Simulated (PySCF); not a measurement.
A GIAO shielding run with PySCF (density fitting, non-relativistic, gas phase) on B(NH3)H3 ([H]B([H])([H])<-N, BH6N):

```
{"job": {"kind": "nmr", "xc": "PBE0", "basis": "pcSseg-1"}, "charge": 0, "multiplicity": 1}
B     -0.002154     0.003117    -0.833839
N      0.002046    -0.003012     0.801212
H     -0.947629     0.032651     1.173127
H      0.510373     0.800433     1.172037
H      0.446280    -0.846180     1.166103
H      1.177097    -0.035195    -1.162386
H     -0.558765     1.045955    -1.154411
H     -0.627238    -0.997769    -1.161833
```

Hardware: 1 thread of an Arm Neoverse N1, shared host. The job also computes population analyses, field gradients.

Task: How large is the calculation?

Result: 18 electrons, 64 basis functions and 324 auxiliary functions.

Task: How long does it take?

Result: 3.8 s of wall time, with 12 SCF cycles and 4 response iterations. Times on a shared host scatter by some tens of per cent.

Task: And these other runs on the same molecule and hardware: GIAO shielding at KT2/pcSseg-1; spin–spin coupling at B3LYP/pcJ-1?

Result: KT2/pcSseg-1: 64 functions, 3.6 s; B3LYP/pcJ-1: 114 functions, 7.4 s.
